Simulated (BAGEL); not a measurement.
# C3H4S (2-propyne-1-thiol) at HF/cc-pVDZ (density fitting with qzvpp-jkfit)

What is the vertical ionisation energy of C3H4S (2-propyne-1-thiol) at HF/cc-pVDZ (density fitting with qzvpp-jkfit)? 

The results are computed with BAGEL 1.2.2.

3 further runs of the same task are left out: 1 that didn't finish, 2 set aside as unsound or not needed.

## 1. Starting point

C3H4S: 8 atoms, total charge 0, spin state singlet. As SMILES, `C#CCS`. The coordinates come from a PBE0-D4/def2-TZVP relaxation. This is one conformer, not always the lowest.

Bond lengths: C1–C2 1.199 Å, C2–C3 1.446 Å, C3–S4 1.827 Å, C1–H5 1.064 Å, C3–H6 1.092 Å, C3–H7 1.092 Å, S4–H8 1.343 Å. Angles: C1–C2–C3 179.2°, C2–C3–S4 109.4°, C2–C1–H5 179.7°, C2–C3–H6 109.9°, C2–C3–H7 109.9°, S4–C3–H6 109.4°, S4–C3–H7 109.4°, C3–S4–H8 95.6°, H6–C3–H7 108.7°.

## 2. The energy at HF/cc-pVDZ (density fitting with qzvpp-jkfit)

The input, job.json:

```json
{ "bagel" : [

{
  "title" : "molecule",
  "basis" : "cc-pvdz.json",
  "df_basis" : "qzvpp-jkfit",
  "angstrom" : true,
  "geometry" : [
    { "atom" : "C", "xyz" : [      -0.859900,       1.547100,      -1.104700 ] },
    { "atom" : "C", "xyz" : [      -0.247200,       0.762300,      -0.436200 ] },
    { "atom" : "C", "xyz" : [       0.478700,      -0.197400,       0.365700 ] },
    { "atom" : "S", "xyz" : [      -0.393800,      -1.802400,       0.327200 ] },
    { "atom" : "H", "xyz" : [      -1.400000,       2.247300,      -1.696800 ] },
    { "atom" : "H", "xyz" : [       0.546200,       0.154500,       1.397100 ] },
    { "atom" : "H", "xyz" : [       1.488900,      -0.323700,      -0.028600 ] },
    { "atom" : "H", "xyz" : [       0.479300,      -2.444900,       1.120400 ] }
  ]
},

{
  "title" : "hf"
},

{
  "title" : "print",
  "file" : "orbitals.molden",
  "orbitals" : true
}

]}
```

The basis set cc-pVDZ is read from a file made from the Basis Set Exchange's data (not shown).

Launch:

```console
BAGEL_NUM_THREADS=1 BAGEL job.json > job.out
```

What it wrote:

```text
* using 1 threads per process

  ===============================================================
  ===============================================================

  *** Geometry ***

  { "atom" : "C", "xyz" : [     -1.624975,      2.923595,     -2.087580 ] },
  { "atom" : "C", "xyz" : [     -0.467140,      1.440538,     -0.824299 ] },
  { "atom" : "C", "xyz" : [      0.904612,     -0.373032,      0.691073 ] },
  { "atom" : "S", "xyz" : [     -0.744174,     -3.406042,      0.618318 ] },
  { "atom" : "H", "xyz" : [     -2.645617,      4.246782,     -3.206487 ] },
  { "atom" : "H", "xyz" : [      1.032168,      0.291963,      2.640136 ] },
  { "atom" : "H", "xyz" : [      2.813613,     -0.611704,     -0.054046 ] },
  { "atom" : "H", "xyz" : [      0.905746,     -4.620191,      2.117249 ] },

  Number of auxiliary basis functions:      425

  Since a DF basis is specified, we compute 2- and 3-index integrals:
    o Being stored without compression. Storage requirement is 0.022 GB

  Number of basis functions:       80
  Number of electrons      :       38

    * METHOD: MOLECULE                             0.19

  *** RHF ***

  === Nuclear Repulsion ===
   131.9928014816

      * DIIS with orbital gradients will be used.

  === RHF iteration (cc-pvdz.json) ===
      0       -513.29981499          0.01192330           0.05
      1       -513.38702931          0.00428808           0.05
      2       -513.39571050          0.00128609           0.05
      3       -513.39675231          0.00046129           0.05
      4       -513.39683438          0.00008569           0.05
      5       -513.39684055          0.00001971           0.04
      6       -513.39684095          0.00000420           0.04
      7       -513.39684097          0.00000179           0.05
      8       -513.39684097          0.00000088           0.04
      9       -513.39684098          0.00000045           0.05
     10       -513.39684098          0.00000018           0.04
     11       -513.39684098          0.00000009           0.04
     12       -513.39684098          0.00000002           0.04
     13       -513.39684098          0.00000001           0.04
    * SCF iteration converged.

    * Permanent dipole moment:
           (   -0.525307,    -0.201324,    -0.279872) a.u.

    * METHOD: HF                                   0.78

    * METHOD: PRINT                                0.02

  ===============================================================
```

Run time: 1.1 s. Hardware: 1 thread of Arm Neoverse V1, shared host; peak memory 0.099 GiB.

## 3. The doublet cation

The input, calc.json:

```json
{ "bagel" : [

{
  "title" : "molecule",
  "basis" : "cc-pvdz.json",
  "df_basis" : "qzvpp-jkfit",
  "angstrom" : true,
  "geometry" : [
    { "atom" : "C", "xyz" : [      -0.859900,       1.547100,      -1.104700 ] },
    { "atom" : "C", "xyz" : [      -0.247200,       0.762300,      -0.436200 ] },
    { "atom" : "C", "xyz" : [       0.478700,      -0.197400,       0.365700 ] },
    { "atom" : "S", "xyz" : [      -0.393800,      -1.802400,       0.327200 ] },
    { "atom" : "H", "xyz" : [      -1.400000,       2.247300,      -1.696800 ] },
    { "atom" : "H", "xyz" : [       0.546200,       0.154500,       1.397100 ] },
    { "atom" : "H", "xyz" : [       1.488900,      -0.323700,      -0.028600 ] },
    { "atom" : "H", "xyz" : [       0.479300,      -2.444900,       1.120400 ] }
  ]
},

{ "title" : "uhf", "charge" : 1, "nopen" : 1 },

{ "title" : "print", "file" : "orbitals.molden", "orbitals" : true }

]}
```

The basis set cc-pVDZ is read from a file made from the Basis Set Exchange's data (not shown).

Launch:

```console
BAGEL_NUM_THREADS=1 BAGEL calc.json > calc.out
```

What it wrote:

```text
* using 1 threads per process

  ===============================================================
  ===============================================================

  *** Geometry ***

  { "atom" : "C", "xyz" : [     -1.624975,      2.923595,     -2.087580 ] },
  { "atom" : "C", "xyz" : [     -0.467140,      1.440538,     -0.824299 ] },
  { "atom" : "C", "xyz" : [      0.904612,     -0.373032,      0.691073 ] },
  { "atom" : "S", "xyz" : [     -0.744174,     -3.406042,      0.618318 ] },
  { "atom" : "H", "xyz" : [     -2.645617,      4.246782,     -3.206487 ] },
  { "atom" : "H", "xyz" : [      1.032168,      0.291963,      2.640136 ] },
  { "atom" : "H", "xyz" : [      2.813613,     -0.611704,     -0.054046 ] },
  { "atom" : "H", "xyz" : [      0.905746,     -4.620191,      2.117249 ] },

  Number of auxiliary basis functions:      425

  Since a DF basis is specified, we compute 2- and 3-index integrals:
    o Being stored without compression. Storage requirement is 0.022 GB

  Number of basis functions:       80
  Number of electrons      :       38

    * METHOD: MOLECULE                             0.18

  *** Open-shell HF ***

  === Nuclear Repulsion ===
   131.9928014816

      * DIIS with orbital gradients will be used.

  === UHF iteration (cc-pvdz.json) ===
      0       -512.93090627          0.02877151           0.10
      1       -513.05739345          0.01256921           0.09
      2       -513.07796750          0.00684312           0.11
      3       -513.08463027          0.00228283           0.10
      4       -513.08622105          0.00098222           0.10
      5       -513.08689586          0.00034306           0.09
      6       -513.08706037          0.00008165           0.09
      7       -513.08707136          0.00003521           0.10
      8       -513.08707547          0.00001950           0.11
      9       -513.08708063          0.00000728           0.09
     10       -513.08708371          0.00000309           0.09
     11       -513.08708635          0.00000160           0.08
     12       -513.08708816          0.00000138           0.09
     13       -513.08708951          0.00000127           0.10
     14       -513.08709269          0.00000118           0.09
     15       -513.08709919          0.00000100           0.09
     16       -513.08710460          0.00000083           0.11
     17       -513.08710769          0.00000056           0.10
     18       -513.08710914          0.00000040           0.10
     19       -513.08710913          0.00000021           0.09
     20       -513.08710912          0.00000033           0.10
     21       -513.08710915          0.00000013           0.10
     22       -513.08710917          0.00000004           0.12
     23       -513.08710917          0.00000002           0.11
     24       -513.08710918          0.00000002           0.11
     25       -513.08710918          0.00000001           0.10
    * SCF iteration converged.

    * S^2 (UHF) is 0.7672

    * Permanent dipole moment:
           (   -0.492611,     1.263381,    -0.749636) a.u.

    * METHOD: UHF                                  2.68

    * METHOD: PRINT                                0.02

  ===============================================================
```

It took 3 s on 1 thread of Arm Neoverse V1, shared host; peak memory 0.1 GiB.

## 4. Summary of results

Level: HF/cc-pVDZ (density fitting with qzvpp-jkfit).

```
                                          quantity          value
                       singlet C3H4S: total energy  -513.39684 Eh
                      singlet C3H4S: dipole moment         1.60 D
                        singlet C3H4S: HOMO energy       -9.86 eV
                        singlet C3H4S: LUMO energy        4.06 eV
                      singlet C3H4S: HOMO–LUMO gap       13.91 eV
                      doublet cation: total energy  -513.08711 Eh
                              doublet cation: ⟨S²⟩          0.767
vertical ionisation energy (to the doublet cation)       8.428 eV
```

Removing an electron at fixed nuclei costs 8.43 eV (194 kcal/mol). −ε(HOMO) before ionisation, 9.86 eV, is 1.43 eV above this ionisation energy.
